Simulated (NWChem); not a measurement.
Everything below was run with NWChem. System: Li$_{2}$, charge 0, spin multiplicity 1, at a geometry optimised with B3LYP/def2-SVP. The structure started from a generated list of species. Level: RHF/def2-TZVP.

Input file:

```
start mol
memory heap 200 mb stack 900 mb global 1100 mb
geometry units angstroms nocenter noautoz
  Li     0.000000     0.000000     1.376199
  Li     0.000000     0.000000    -1.376199
  symmetry group D2h
end
basis spherical
  * library def2-tzvp
end
scf
  rhf
  nopen 0
  maxiter 100
  thresh 1e-7
  semidirect memsize 60000000 filesize 0
end
task scf energy
```

Output (cleaned and shortened):

```
             Northwest Computational Chemistry Package (NWChem) 7.3.0
             --------------------------------------------------------

                                NWChem Input Module
                                -------------------

 Scaling coordinates for geometry "geometry" by  1.889725989
 (inverse scale =  0.529177249)

 Turning off AUTOSYM since
 SYMMETRY directive was detected!

                             Geometry "geometry" -> ""
                             -------------------------

 Output coordinates in angstroms (scale by  1.889725989 to convert to a.u.)

  No.       Tag          Charge          X              Y              Z
 ---- ---------------- ---------- -------------- -------------- --------------
    1 Li                   3.0000     0.00000000     0.00000000     1.37619900
    2 Li                   3.0000     0.00000000     0.00000000    -1.37619900

 Effective nuclear repulsion energy (a.u.)       1.7303439550

            Nuclear Dipole moment (a.u.)
            ----------------------------
        X                 Y               Z
 ---------------- ---------------- ----------------
     0.0000000000     0.0000000000     0.0000000000

      Symmetry information
      --------------------

 Group name             D2h
 Group number             26
 Group order               8
 No. of unique centers     1

      Symmetry unique atoms

     1


 Summary of "ao basis" -> "" (spherical)
 ------------------------------------------------------------------------------
       Tag                 Description            Shells   Functions and Types
 ---------------- ------------------------------  ------  ---------------------
 *                         def2-tzvp                  on all atoms

 Summary of "ao basis" -> "ao basis" (spherical)
 ------------------------------------------------------------------------------
       Tag                 Description            Shells   Functions and Types
 ---------------- ------------------------------  ------  ---------------------
 Li                        def2-tzvp                 8       14   5s3p
[...]
    3   -0.1805
    4    0.0131
    5    0.0616
    6    0.0616
    7    0.0727
    8    0.1278
    9    0.1278
   10    0.1527
   11    0.1543
   12    0.2471
   13    0.6781

                       ROHF Final Molecular Orbital Analysis
                       -------------------------------------

 Vector    2  Occ=2.000000D+00  E=-2.455830D+00  Symmetry=b1u
              MO Center=  0.0D+00,  0.0D+00,  1.8D-16, r^2= 2.0D+00
   Bfn.  Coefficient  Atom+Function         Bfn.  Coefficient  Atom+Function
  ----- ------------  ---------------      ----- ------------  ---------------
     2      0.464266  1 Li s                 16     -0.464266  2 Li s
     1      0.170954  1 Li s                 15     -0.170954  2 Li s
     3      0.154142  1 Li s                 17     -0.154142  2 Li s

 Vector    3  Occ=2.000000D+00  E=-1.804605D-01  Symmetry=ag
              MO Center=  2.7D-34,  6.4D-34, -5.2D-17, r^2= 5.3D+00
   Bfn.  Coefficient  Atom+Function         Bfn.  Coefficient  Atom+Function
  ----- ------------  ---------------      ----- ------------  ---------------
     5      0.303079  1 Li s                 19      0.303079  2 Li s
     4      0.278614  1 Li s                 18      0.278614  2 Li s

 Vector    4  Occ=0.000000D+00  E= 1.307892D-02  Symmetry=b1u
              MO Center= -5.1D-33, -2.0D-33,  2.5D-16, r^2= 1.3D+01
   Bfn.  Coefficient  Atom+Function         Bfn.  Coefficient  Atom+Function
  ----- ------------  ---------------      ----- ------------  ---------------
     5      1.141725  1 Li s                 19     -1.141725  2 Li s

 Vector    5  Occ=0.000000D+00  E= 6.161847D-02  Symmetry=b2u
              MO Center=  4.4D-48,  3.2D-18, -2.4D-18, r^2= 6.9D+00
   Bfn.  Coefficient  Atom+Function         Bfn.  Coefficient  Atom+Function
  ----- ------------  ---------------      ----- ------------  ---------------
    10      0.569148  1 Li py                24      0.569148  2 Li py

 Vector    6  Occ=0.000000D+00  E= 6.161847D-02  Symmetry=b3u
              MO Center=  1.2D-35,  1.8D-68, -2.7D-18, r^2= 6.9D+00
   Bfn.  Coefficient  Atom+Function         Bfn.  Coefficient  Atom+Function
  ----- ------------  ---------------      ----- ------------  ---------------
     9      0.569148  1 Li px                23      0.569148  2 Li px

 center of mass
 --------------
 x =   0.00000000 y =   0.00000000 z =   0.00000000

 moments of inertia (a.u.)
 ------------------
          94.902952409233           0.000000000000           0.000000000000
           0.000000000000          94.902952409233           0.000000000000
           0.000000000000           0.000000000000           0.000000000000

  Mulliken analysis of the total density
  --------------------------------------

    Atom       Charge   Shell Charges
 -----------   ------   -------------------------------------------------------
    1 Li   3     3.00   0.36  1.30  0.32  0.42  0.52  0.01  0.08  0.00
    2 Li   3     3.00   0.36  1.30  0.32  0.42  0.52  0.01  0.08  0.00

       Multipole analysis of the density wrt the origin
       ------------------------------------------------

     L   x y z        total         open         nuclear
     -   - - -        -----         ----         -------
     0   0 0 0     -0.000000      0.000000      6.000000

     1   1 0 0     -0.000000      0.000000      0.000000
     1   0 1 0     -0.000000      0.000000      0.000000
     1   0 0 1      0.000000      0.000000      0.000000

     2   2 0 0    -12.494646      0.000000      0.000000
     2   1 1 0     -0.000000      0.000000      0.000000
     2   1 0 1      0.000000      0.000000      0.000000
     2   0 2 0    -12.494646      0.000000      0.000000
     2   0 1 1     -0.000000      0.000000      0.000000
     2   0 0 2     -1.249534      0.000000     40.579940

 Task  times  cpu:        0.1s     wall:        0.1s

 Total times  cpu:        0.1s     wall:        0.1s
```
